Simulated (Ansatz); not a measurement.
**Where the states of Sn lie**

```cif
data_structure
_symmetry_space_group_name_H-M 'P 1'
_symmetry_Int_Tables_number 1
_cell_length_a 4.7063
_cell_length_b 4.7063
_cell_length_c 4.7063
_cell_angle_alpha 60.000
_cell_angle_beta 60.000
_cell_angle_gamma 60.000
_cell_volume 73.71
loop_
_atom_site_label
_atom_site_type_symbol
_atom_site_fract_x
_atom_site_fract_y
_atom_site_fract_z
_atom_site_occupancy
Sn1 Sn 0.00000 0.00000 0.00000 1
Sn2 Sn 0.25000 0.25000 0.25000 1
```

The runs use the primitive cell with vectors (0.000, 3.328, 3.328), (3.328, 0.000, 3.328), (3.328, 3.328, 0.000) Å, to which the k mesh refers.

The structure comes from a relaxation in the same program, started in the diamond type, and has space group Fd-3m. Whether it is a known phase or the ground state wasn't checked.

Spin–orbit coupling is left out, though it moves levels of the heavy atoms by tenths of an eV or more.

Theory: Ansatz 0.2.0, DFT, PBE, all-electron LAPW, scalar-relativistic.

Sampling and basis: a Γ-centred 9×9×9 k mesh, Fermi–Dirac smearing of 0.05 eV, basis error target 0.5 meV/atom, no spin polarisation.

States per eV and cell, averaged over 0.6 eV, from -10.0 to 1.8 eV, with energies (bin centres) from the Fermi level; empty bins are left out. 

```json
{"E (eV)": "-9.8", "total": "0.26"}
{"E (eV)": "-9.2", "total": "0.64"}
{"E (eV)": "-8.6", "total": "1.15"}
{"E (eV)": "-8.0", "total": "0.98"}
{"E (eV)": "-7.4", "total": "0.31"}
{"E (eV)": "-6.8", "total": "0.46"}
{"E (eV)": "-6.2", "total": "1.04"}
{"E (eV)": "-5.6", "total": "0.77"}
{"E (eV)": "-5.0", "total": "0.42"}
{"E (eV)": "-4.4", "total": "0.27"}
{"E (eV)": "-3.8", "total": "0.17"}
{"E (eV)": "-3.2", "total": "0.21"}
{"E (eV)": "-2.6", "total": "1.70"}
{"E (eV)": "-2.0", "total": "2.00"}
{"E (eV)": "-1.4", "total": "1.74"}
{"E (eV)": "-0.8", "total": "0.99"}
{"E (eV)": "-0.2", "total": "0.23"}
{"E (eV)": "0.4", "total": "0.18"}
{"E (eV)": "1.0", "total": "0.97"}
{"E (eV)": "1.6", "total": "2.02"}
```
